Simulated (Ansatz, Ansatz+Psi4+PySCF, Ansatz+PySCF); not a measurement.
```yaml
atoms:
  - { symbol: N, position_ang: [0.0000, 0.7190, -0.0777] }
  - { symbol: N, position_ang: [0.0000, -0.7190, -0.0777] }
  - { symbol: H, position_ang: [-0.9482, 1.0050, -0.3041] }
  - { symbol: H, position_ang: [-0.2111, -1.0928, 0.8479] }
  - { symbol: H, position_ang: [0.9482, -1.0050, -0.3041] }
```

Basis set: cc-pVTZ (spherical functions). Correlated methods keep 2 orbitals frozen. Correlation on ROHF uses semicanonical orbitals with singles. Charge 0, multiplicity 2.

Computed with Ansatz (development build ahead of 0.2.0); each method stands on the lowest determinant of its kind that the runs found.

(1) Give the atomization energy at this shape (free ground-state atoms in the same class of orbitals less the molecule, no zero-point energy) of doublet N2H3 by ROHF-MP2, UHF-MP2.

Answers

(1)

```json
{"method": "ROHF-MP2", "atomization energy": "13.86 eV"}
{"method": "UHF-MP2", "atomization energy": "13.82 eV"}
```
